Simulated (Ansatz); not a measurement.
A made-up structure of SiNH4S (charge -1), closed shell:

```
atom    x (Å)    y (Å)    z (Å)
  N1  -1.0526  -0.4054  -1.2181
 Si2  -0.0973   0.4829  -0.2243
  S3   1.7787  -0.4099   0.6859
  H4  -1.6865  -1.0520  -0.7602
  H5   0.6066   1.6003  -0.9397
  H6  -0.8149   0.1552  -2.0364
  H7   1.1283  -1.3238   1.4243
```

It is relaxed with PBE-D4/def2-SVPD and then PBE0-D4/def2-TZVPD (Ansatz 0.2.0). Atoms count as bonded within 1.22 times the sum of their covalent radii (H–H: 0.88 Å). The end point is not checked to be a true minimum.

**Question.** Does its bonding change? (Judge from chemistry; the calculation decides.)

**Answer.** By the calculation: No: no bond forms or breaks.

Where it ends: The first stage lowers the energy by 2.16 eV in 16 steps. It ends as SiNH₄S ([NH2][SiH][SH]), total charge -1:
```
7
angstrom
N -1.1199 -0.1168 -1.2497
Si -0.2561 0.6798 0.1140
S 1.6816 -0.5596 0.3703
H -1.7155 -0.8765 -0.9486
H 0.5410 1.6591 -0.7618
H -0.5518 -0.4531 -2.0191
H 1.2829 -1.2857 1.4263
```

Labels in which every atom is bracketed show which atoms are joined, not bond orders.

For scale, one of the runs: PBE0-D4/def2-TZVPD relaxation, 162 basis functions, launched by `ansatz run in.yaml --threads 2 --pin off --events-out ev --progress --plain --max-ram 4352MiB`. Hardware: 2 CPU threads of an Arm Neoverse V2, shared host. Wall time about 25 s.
